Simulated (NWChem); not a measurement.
## Ionisation of N (+1)

```xyz
1

N      0.0000     0.0000     0.0000
```
Charge +1, spin multiplicity 3.

The numbers come from NWChem runs, not from measurements.

Basis set: def2-TZVP. −ε marks an orbital energy of the parent.

B3LYP has NWChem's definition, with VWN1-RPA local correlation. The stability of the SCF solutions was not checked.

Task: One of these methods gave a first vertical ionisation energy of 22.02 eV. Which?
A. −ε(alpha HOMO) of B3LYP
B. G0W0@PBE
C. −ε(alpha HOMO) of PBE
D. −ε(alpha HOMO) of CAM-B3LYP

Result: C, −ε(alpha HOMO) of PBE. The others give 23.85 (−ε(alpha HOMO) of B3LYP), 25.80 (−ε(alpha HOMO) of CAM-B3LYP), 28.66 (G0W0@PBE).
